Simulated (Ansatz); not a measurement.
# Al2H2O (SMILES [O]1[AlH][AlH]1): single points off equilibrium

The atoms stand at a structure displaced at random from a GFN2-xTB minimum. How far do the functionals agree with CCSD(T) there?

Computed with Ansatz 0.2.0, Gaussian basis. Level: single points in def2-TZVPP.

Correlated methods freeze the cores.

## 1. The starting structure

5 atoms, charge 0, spin multiplicity 1.

Atoms are counted from 1 here; the program's logs count them from 0.

Bond lengths: O1–Al2 1.810 Å, O1–Al3 1.848 Å, Al2–Al3 2.551 Å, Al2–H4 1.624 Å, Al3–H5 1.630 Å. Angles: Al2–O1–Al3 88.4°, O1–Al2–Al3 46.4°, O1–Al2–H4 143.4°, Al3–Al2–H4 170.1°, O1–Al3–Al2 45.2°, O1–Al3–H5 142.8°, Al2–Al3–H5 171.9°.

Geometry (Å):

| atom | x (Å) | y (Å) | z (Å) |
| --- | --- | --- | --- |
| O1 | -0.7173 | 0.3549 | 0.8046 |
| Al2 | -0.5108 | -1.1836 | -0.1271 |
| Al3 | 0.7149 | 1.0542 | -0.1305 |
| H4 | -1.0828 | -2.6946 | -0.2907 |
| H5 | 1.6470 | 2.3835 | -0.2746 |

## 2. CCSD(T)/def2-TZVPP

run/in.yaml reads:

```yaml
crystal:
  periodic: [false, false, false]
  atoms:
    - {symbol: O, position_ang: [-0.717300, 0.354900, 0.804600]}
    - {symbol: Al, position_ang: [-0.510800, -1.183600, -0.127100]}
    - {symbol: Al, position_ang: [0.714900, 1.054200, -0.130500]}
    - {symbol: H, position_ang: [-1.082800, -2.694600, -0.290700]}
    - {symbol: H, position_ang: [1.647000, 2.383500, -0.274600]}
basis:
  gaussian: {orbitals: def2-TZVPP}
correlation: {method: ccsd_t}
output: {forces: true}
```

The command line of these runs was not kept.

## 3. PBE0-D4/def2-TZVPP

Changes to run/in.yaml since step 2:

```diff
@@ -10,3 +10,3 @@
   gaussian: {orbitals: def2-TZVPP}
-correlation: {method: ccsd_t}
-output: {forces: true}
+hamiltonian: {xc: pbe0, dispersion: d4}
+output: {forces: true, orbitals: {seedname: orbitals}}
```

## 4. wB97M-V/def2-TZVPP

Changes to run/in.yaml since step 3:

```diff
@@ -10,3 +10,3 @@
   gaussian: {orbitals: def2-TZVPP}
-hamiltonian: {xc: pbe0, dispersion: d4}
-output: {forces: true, orbitals: {seedname: orbitals}}
+hamiltonian: {xc: {name: wB97M-V}}
+output: {forces: true}
```

## 5. r2SCAN-D4/def2-TZVPP

Changes to run/in.yaml since step 4:

```diff
@@ -10,3 +10,3 @@
   gaussian: {orbitals: def2-TZVPP}
-hamiltonian: {xc: {name: wB97M-V}}
+hamiltonian: {xc: r2scan, dispersion: d4}
 output: {forces: true}
```

## 6. PBE-D4/def2-TZVPP

Changes to run/in.yaml since step 5:

```diff
@@ -10,3 +10,3 @@
   gaussian: {orbitals: def2-TZVPP}
-hamiltonian: {xc: r2scan, dispersion: d4}
+hamiltonian: {xc: pbe, dispersion: d4}
 output: {forces: true}
```

## 7. revPBE-D4/def2-TZVPP

Changes to run/in.yaml since step 6:

```diff
@@ -10,3 +10,3 @@
   gaussian: {orbitals: def2-TZVPP}
-hamiltonian: {xc: pbe, dispersion: d4}
+hamiltonian: {xc: {name: revPBE}, dispersion: d4}
 output: {forces: true}
```

## 8. wB97X-V/def2-TZVPP

Changes to run/in.yaml since step 7:

```diff
@@ -10,3 +10,3 @@
   gaussian: {orbitals: def2-TZVPP}
-hamiltonian: {xc: {name: revPBE}, dispersion: d4}
+hamiltonian: {xc: {name: wB97X-V}}
 output: {forces: true}
```

(Steps that only read results are left out.)

Q: Predict the outcome of this session. Wanted: energy less free atoms, CCSD(T)/def2-TZVPP; RMS force component; RMS force error; HOMO and LUMO, PBE0-D4; T1 diagnostic.

**Answer**, as computed:

| quantity | value |
| --- | --- |
| energy less free atoms, CCSD(T)/def2-TZVPP | -1361.6 kJ/mol |
| RMS force component | 0.740 to 0.995 eV/Å over the methods |
| RMS force error | PBE0-D4 0.124, wB97M-V 0.104, r2SCAN-D4 0.090, PBE-D4 0.163, revPBE-D4 0.219, wB97X-V 0.141 eV/Å |
| HOMO and LUMO, PBE0-D4 | -5.42 and -1.72 eV |
| T1 diagnostic | 0.020 |

What this shows: Against CCSD(T) the functionals' energies less atoms differ by -52.1 to -0.7 kJ/mol, PBE-D4 by -50.5 kJ/mol. CCSD(T) in triple zeta still lacks some correlation energy of the bonds, so part of these gaps is its own basis error and they don't rank the functionals. On forces the order runs from r2SCAN-D4 to revPBE-D4. Frozen-core CCSD(T) forces in triple zeta carry basis errors of their own, and this is one geometry, so small gaps rank nothing.
